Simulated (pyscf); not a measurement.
## Routes from H₃C–Al [singlet] + hydrogen (H₂)

Candidate steps break at most two bonds and form at most two. Each was searched with GFN2-xTB (tblite) first. Structures and frequencies: ωB97X-D3(BJ)/def2-SVP in PySCF. Energies: ωB97M-D3(BJ)/def2-TZVP, kJ/mol, from the separated reactants, singlet surface; ΔG‡ with ideal gas, 1 atm, RRHO with modes under 100 cm⁻¹ raised to 100, one conformer, R ln 2 for chiral ones without a mode under 150 cm⁻¹.

| products | type | ΔE‡ | ΔE | ΔG‡ 298 K | ΔG‡ 900 K | ν‡ (cm⁻¹) |
|---|---|---|---|---|---|---|
| AlH [singlet] + CH₄ | four-centre exchange | 99.1 | -18.6 | 134.3 | 202.3 | 1387i |
| H₃C–AlH₂ | insertion | 176.3 | -118.6 | 206.0 | 272.7 | 1474i |
| H₃C–Al [singlet] + H₂ | four-centre exchange | 478.3 | 0.0 | 505.1 | 576.1 | 2252i |

Plain bond fissions and candidates not yet searched are not listed, and one of them may be faster. Each barrier is that of the saddle found; lower ones may exist.
